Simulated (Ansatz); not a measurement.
A made-up structure of CH₅OSi (charge -1), closed shell:

C1  (-0.533, 0.712, -0.404)
Si2  (0.590, -0.647, 0.329)
O3  (2.068, -0.679, -0.180)
H4  (-0.602, 0.609, -1.493)
H5  (-1.547, 0.655, 0.013)
H6  (-0.126, 1.706, -0.188)
H7  (2.856, -1.244, -0.208)
H8  (-0.243, -1.913, 0.086)
(Å)

It is relaxed with PBE-D4/def2-SVPD and then PBE0-D4/def2-TZVPD (Ansatz 0.2.0). Atoms count as bonded within 1.22 times the sum of their covalent radii (H–H: 0.88 Å). The end point is not checked to be a true minimum.

(1) Does its bonding change? (Judge from chemistry; the calculation decides.)

Results:

(1) Computed: No: no bond forms or breaks.

Where it ends: The first stage lowers the energy by 1.63 eV in 11 steps. It ends as CH₅OSi ([CH3][SiH][OH]), total charge -1:
```
8
angstrom
C -0.4478 0.6663 -0.3651
Si 0.5681 -0.7190 0.5445
O 1.9199 -0.8498 -0.5681
H -0.4838 0.5027 -1.4510
H -1.4788 0.6759 0.0130
H -0.0202 1.6591 -0.1845
H 2.7132 -0.8533 -0.0349
H -0.3068 -1.8824 0.0015
```

Labels in which every atom is bracketed show which atoms are joined, not bond orders.

For scale, one of the runs: PBE0-D4/def2-TZVPD relaxation, 165 basis functions, launched by `ansatz run in.yaml --threads 2 --pin off --events-out ev --progress --plain --max-ram 4352MiB`. The run took about 24 s on 2 CPU threads of an Arm Neoverse V2 (shared host).
